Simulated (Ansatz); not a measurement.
Two structures of CH5S, doublet, reached by relaxing down either side of one saddle point (PBE0-D4/def2-TZVP). Energies are electronic, without zero-point energy. Computed with Ansatz 0.2.0 (basis: def2-TZVPP and def2-QZVPP); correlated methods freeze the cores; orbitals are unrestricted. Extrapolation: Hartree–Fock as exp(−7.88 √X), correlation as X^−2.97. First:

H1  (-1.041, 0.317, -0.072)
C2  (-0.537, -0.108, 0.796)
S3  (1.094, -0.155, -2.451)
H4  (0.099, 0.650, 1.256)
H5  (0.072, -0.958, 0.490)
H6  (-1.282, -0.440, 1.518)
H7  (1.595, 0.695, -1.536)
(Å)

Second:

| atom | x (Å) | y (Å) | z (Å) |
| --- | --- | --- | --- |
| H1 | 0.0981 | 0.0403 | -0.9947 |
| C2 | -0.5685 | -0.2456 | 1.2529 |
| S3 | 0.5274 | 0.2050 | -2.2637 |
| H4 | 0.0605 | 0.5522 | 1.6210 |
| H5 | -0.2033 | -1.2626 | 1.2508 |
| H6 | -1.5975 | -0.0416 | 0.9935 |
| H7 | 1.6835 | 0.7523 | -1.8598 |

Problem. Which bonds change from the first to the second?

Solution. CH₄ + HS → CH₃ + H₂S; bonds formed: H1–S3; bonds broken: H1–C2.

Problem. Give the saddle point's structure and its height above each. (Judge from chemistry; the value comes from the calculation.)

Solution. By the calculation: 85.6 kJ/mol above the first and 17.5 kJ/mol above the second (CCSD(T) at an estimated basis limit (MP2 extrapolated from triple and quadruple zeta, plus CCSD(T) − MP2 in triple zeta)).
```csv
atom,x (Å),y (Å),z (Å)
H1,-0.0268,-0.0255,-0.6348
C2,-0.4493,-0.1983,0.9353
S3,0.4025,0.1590,-1.9871
H4,0.1608,0.5813,1.3734
H5,-0.1368,-1.2251,1.0764
H6,-1.5077,-0.0014,0.8197
H7,1.5573,0.7101,-1.5830
```

T1 diagnostic: at most 0.014. ⟨S²⟩ of the unrestricted Hartree–Fock references: 0.76 to 0.78 (a pure state has 0.75).

For scale, one of the runs: CCSD(T)/def2-TZVPP, 143 basis functions (an equivalent command: `ansatz run in.yaml --threads 2`). Time: 20 s of wall clock on 2 CPU threads; the host was shared. Peak host memory: 2.1 GiB.
